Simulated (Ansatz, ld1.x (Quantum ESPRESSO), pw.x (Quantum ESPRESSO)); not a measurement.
Hf (Z = 72): does the TM potential hold in the solid?

- Element: Hf (Z = 72)
- Generator: ld1.x (Quantum ESPRESSO) 7.5
- Type: norm-conserving Troullier–Martins (Kleinman–Bylander form)
- Functional: PBEsol
- Relativity: scalar-relativistic
- Frozen core: [Xe] 4f14
- Valence charge: 4
- Reference configuration: 5d2 6s2 6p0
- Partial waves: 6p (bound, empty): rc 3.80 bohr; 5d (bound): rc 2.45 bohr; 6s (bound): rc 2.90 bohr
- Local potential: the s channel
- Core correction: Bessel-smoothed model core inside 2.50 bohr

Atomic tests: cutoffs needed: 21 Ry and 30 Ry (the cutoffs (Ry, on a coarse ladder) from which the occupation-weighted sum of valence levels, in a spherical-Bessel basis at the reference potential, stays within 10 and 1 mRy of its value at 400 Ry); ghost test: no extra level below or beside the all-electron valence levels (p, d, s, f tested) (spherical-Bessel basis up to 400 Ry, 20 bohr box); largest excitation error: -297 meV (all-electron minus pseudo) for 5d1 6s0 6p0, out of 7 test configurations.

Crystal test: fcc Hf in pw.x 7.5, no spin, 13³ k-points, Fermi–Dirac smearing 0.01 Ry, cutoffs 50/200 Ry. The reference is all-electron LAPW (Ansatz 0.2.0) with the same functional, mesh and smearing; V0 and B0 come from Birch–Murnaghan fits to the pressures at five volumes. Errors are pseudo minus all-electron; Δ is the rms difference of the E(V) curves that follow from these fits, minima aligned, over ±6 % about the mean V0. Mesh and smearing are coarse, so the numbers serve the comparison and aren't converged zero-temperature values; the lattice is a test structure that the element need not adopt.

```json
{"V (Å³/atom)": "20.541", "P all-electron (GPa)": "6.17", "P pseudo (GPa)": "8.81"}
{"V (Å³/atom)": "21.081", "P all-electron (GPa)": "2.98", "P pseudo (GPa)": "5.26"}
{"V (Å³/atom)": "21.622", "P all-electron (GPa)": "0.13", "P pseudo (GPa)": "2.08"}
{"V (Å³/atom)": "22.163", "P all-electron (GPa)": "-2.43", "P pseudo (GPa)": "-0.77"}
{"V (Å³/atom)": "22.703", "P all-electron (GPa)": "-4.73", "P pseudo (GPa)": "-3.32"}
```

All-electron: a0 = 4.424 Å (V0 = 21.65 Å³/atom), B0 = 107.7 GPa.

Pseudopotential: mean pressure error (GPa): +1.99; a0 (Å): 4.449; a0 error (%): +0.56; B0 error (%): +5.2; Δ (meV/atom): 8.9. The largest radius (3.80 bohr) exceeds half the bond length (2.95 bohr), so the spheres overlap, which is one possible source of error among others. This is a poor potential for the solid.

**Question.** At the middle volume, how do free energy and pressure move when the wave cutoff is lowered (ecutrho kept at four times it)?

**Answer.**

```
cutoff (Ry)  shift of F (meV/atom)  shift of P (GPa)
         22                  +68.6             -3.07
         30                   +1.5             -0.05
         40                   +0.7             -0.01
```

Input at the middle volume:

```
&control
  calculation='scf', prefix='x', pseudo_dir='./', outdir='./tmp', tstress=.true., disk_io='low'
/
&system
  ibrav=0, nat=1, ntyp=1, ecutwfc=50, ecutrho=200, nbnd=9,
  occupations='smearing', smearing='fd', degauss=0.01
/
&electrons
  conv_thr=1e-09, mixing_beta=0.4, electron_maxstep=70
/
ATOMIC_SPECIES
Hf 1.0 Hf.UPF
CELL_PARAMETERS angstrom
  0.00000000 2.21116910 2.21116910
  2.21116910 0.00000000 2.21116910
  2.21116910 2.21116910 0.00000000
ATOMIC_POSITIONS crystal
Hf 0.0000 0.0000 0.0000
K_POINTS automatic
13 13 13 0 0 0
```

```bash
pw.x < Hf.scf.in > Hf.scf.out
```

Lines of the output:

```
Message from routine setup:
     using ibrav=0 with symmetry is DISCOURAGED, use correct ibrav instead
     lattice parameter (alat)  =       5.9093  a.u.
     unit-cell volume          =     145.9125 (a.u.)^3
     number of electrons       =         4.00
     number of Kohn-Sham states=            9
     kinetic-energy cutoff     =      50.0000  Ry
     charge density cutoff     =     200.0000  Ry
     scf convergence threshold =      1.0E-09
     Exchange-correlation= PBESOL
     number of k points=    84  Fermi-Dirac smearing, width (Ry)=  0.0100
     iteration #  1     ecut=    50.00 Ry     beta= 0.40
     total energy              =     -11.06205615 Ry
     estimated scf accuracy    <       0.01447886 Ry
     iteration #  2     ecut=    50.00 Ry     beta= 0.40
     total energy              =     -11.06070873 Ry
     estimated scf accuracy    <       0.00350844 Ry
     iteration #  3     ecut=    50.00 Ry     beta= 0.40
     total energy              =     -11.06112770 Ry
     estimated scf accuracy    <       0.00003101 Ry
     iteration #  4     ecut=    50.00 Ry     beta= 0.40
     total energy              =     -11.06113363 Ry
     estimated scf accuracy    <       0.00000489 Ry
     iteration #  5     ecut=    50.00 Ry     beta= 0.40
     total energy              =     -11.06113428 Ry
     estimated scf accuracy    <       0.00000038 Ry
     iteration #  6     ecut=    50.00 Ry     beta= 0.40
     total energy              =     -11.06113432 Ry
     estimated scf accuracy    <          7.1E-09 Ry
     iteration #  7     ecut=    50.00 Ry     beta= 0.40
     the Fermi energy is     9.0390 ev
!    total energy              =     -11.06113432 Ry
     estimated scf accuracy    <          1.9E-11 Ry
     smearing contrib. (-TS)   =      -0.00625960 Ry
     The total energy is F=E-TS. E is the sum of the following terms:
     one-electron contribution =       5.40091951 Ry
     hartree contribution      =       0.00817552 Ry
     xc contribution           =      -7.68597246 Ry
     ewald contribution        =      -8.77799729 Ry
     convergence has been achieved in   7 iterations
          total   stress  (Ry/bohr**3)                   (kbar)     P=       20.85
```

The run at the middle volume (84 k-points, 7 iterations) took about 6.7 s on one core of a shared host (Neoverse-V2, 48 threads, 185 GiB, load 25).
